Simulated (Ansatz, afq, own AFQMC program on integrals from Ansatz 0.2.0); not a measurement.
# Where AFQMC and coupled cluster stand for Cl⁺, triplet

A free Cl cation.

Basis 6-31G. Noble-gas cores (and the filled d shells of Ga–Kr and In–Xe) are frozen. AFQMC by an in-house program on the Cholesky factors that Ansatz 0.2.0 writes for its CCSD(T) run. The CISD trial takes its coefficients from CCSD amplitudes. Released means that phaseless walkers are propagated on without the constraint, phases kept. Free projection: walkers drawn from exp(T), propagated without any constraint. Its projection time is finite, and what remains of the start isn't in its error. ± is one standard error of the sampling.

Determinant: ROHF, the one that the program's search chose, which needn't be the lowest solution.

Full CI on the same integrals is exact in this basis and with this determinant's frozen core.

* T1 diagnostic: 0.0075
* weight of the determinant in the CISD state: 0.991
* size of the correlated space: 6 electrons in 8 orbitals

```csv
level,correlation energy (eV)
MP2,-0.3592
CCSD,-0.4588
CCSD(T),-0.4632
```

**Question.** Estimate where AFQMC with the constraint released lies against CCSD(T) on the same integrals.

**Answer.** 0.0 ± 0.03 kJ/mol below CCSD(T). The gap is under twice the noise, so this walk alone can't tell the two apart.

Reference: full CI, correlation energy -0.464 eV. The released energy is read at 2.40 1/Eh (meV from the phaseless value at times in 1/Eh: 0.2 ± 0.4 at 0.24, 0.2 ± 0.4 at 0.51, 0.3 ± 0.3 at 0.99, 0.8 ± 0.3 at 1.62, 0.5 ± 0.3 at 2.40).

```tsv
level	E − E(reference) (kJ/mol)	share of correlation (%)
CCSD(T)	0.1	99.86
CCSDT	0.0	100.09
CCSDT(Q)	0.0	100.02
CCSDTQ	0.0	100.00
ph-AFQMC/HF	-0.1 ± 0.4	100.20
ph-AFQMC/CISD	0.0 ± 0.02	100.06
released AFQMC	0.0 ± 0.03	99.95
free AFQMC	0.0 ± 0.04	99.94
```

CCSDT and higher add their correlation energy to the determinant of the CCSD(T) run, since their own runs factorise the integrals more tightly (a shift of under 2 meV). Free projections are given only where their last times agree within the noise and don't stop above the reference; a slow remainder of the start can still hide under it. A walk keeps the symmetry of its determinant, which the program's search chose and which needn't be the lowest solution, so a lower state of the same spin and another symmetry isn't excluded. Released energies are given only where the last usable release times agree within the noise; a slower fall can still hide under it.
